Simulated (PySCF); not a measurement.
PySCF input for HO, SMILES [OH] (connectivity only; charge and spin as stated), charge -1, multiplicity 1, IEF-PCM-M06-2X/def2-TZVPD. Geometry optimised at r2SCAN-D4/def2-TZVPD. The spin state was assumed, not searched.

```python
import numpy as np
from pyscf import gto, scf, dft
from pyscf.solvent import pcm

mol = gto.M(
    atom='''
    O     0.00000000    0.00000000   -0.10747995
    H     0.00000000    0.00000000    0.85983959
    ''',
    basis='def2-TZVPD',
    charge=-1,
    spin=0,
    max_memory=1600,
    verbose=3,
)
mf = dft.RKS(mol, xc='m06-2x').density_fit(auxbasis='def2-universal-jkfit')
mf.grids.level = 4
mf.conv_tol = 1e-9
mf.max_cycle = 100
mf.kernel()
res = {}
for name, eps in {'water': 78.355, '1-octanol': 9.8629, 'methanol': 32.613}.items():
    s = mf.PCM()
    s.with_solvent.method, s.with_solvent.eps, s.with_solvent.lebedev_order = 'IEF-PCM', eps, 29
    s.kernel(mf.make_rdm1())
    res[name] = (s.e_tot, eps, s.dip_moment(), s.mo_energy, s.converged)
    print(f'{name}: electrostatic solvation free energy {(s.e_tot - mf.e_tot) * 627.509474:.3f} kcal/mol')
```

Program output:

```
converged SCF energy = -75.7959700194831

WARN: PCM is an experimental feature. It is still in testing.
Features and APIs may be changed in the future.

converged SCF energy = -75.9317332250287

WARN: System has nonzero charge -1; the dipole moment is origin-dependent.
Location of origin: [0. 0. 0.]

Dipole moment(X, Y, Z, Debye): -0.00000,  0.00000,  1.91900
water: electrostatic solvation free energy -85.193 kcal/mol

WARN: PCM is an experimental feature. It is still in testing.
Features and APIs may be changed in the future.

converged SCF energy = -75.9189448555504

WARN: System has nonzero charge -1; the dipole moment is origin-dependent.
Location of origin: [0. 0. 0.]

Dipole moment(X, Y, Z, Debye): -0.00000,  0.00000,  1.84135
1-octanol: electrostatic solvation free energy -77.168 kcal/mol

WARN: PCM is an experimental feature. It is still in testing.
Features and APIs may be changed in the future.

converged SCF energy = -75.9291369251396

WARN: System has nonzero charge -1; the dipole moment is origin-dependent.
Location of origin: [0. 0. 0.]

Dipole moment(X, Y, Z, Debye): -0.00000,  0.00000,  1.90251
methanol: electrostatic solvation free energy -83.563 kcal/mol
```

The calculation finished and met its thresholds.
